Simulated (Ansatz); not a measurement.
Results of LDA in Ansatz (PAW) for pyrite RuS2.

Numerical settings: plane-wave cutoff 520 eV, 6×6×6 k mesh, Fermi–Dirac smearing 0.01 eV, no spin polarisation, scalar-relativistic PAW data made under PBE.

Cell (measured lattice):

Space group Pa-3 (No. 205); a = 5.610 Å, b = 5.610 Å, c = 5.610 Å, α = 90.00°, β = 90.00°, γ = 90.00°

```csv
atom,site,symmetry,x,y,z
Ru,4a,.-3.,0.0000,0.0000,0.0000
S,8c,.3.,0.3862,0.3862,0.3862
```

Q: Predict the band gap and smallest direct gap on the k points sampled.

A: 
band gap: 0.47 eV
smallest direct gap on the k points sampled: 0.74 eV

Note: cell and atoms aren't relaxed at this level (pressure -6.3 GPa).

Spin–orbit coupling is not included.

The result took very roughly 60 core-seconds.

Ansatz is a first-principles code.
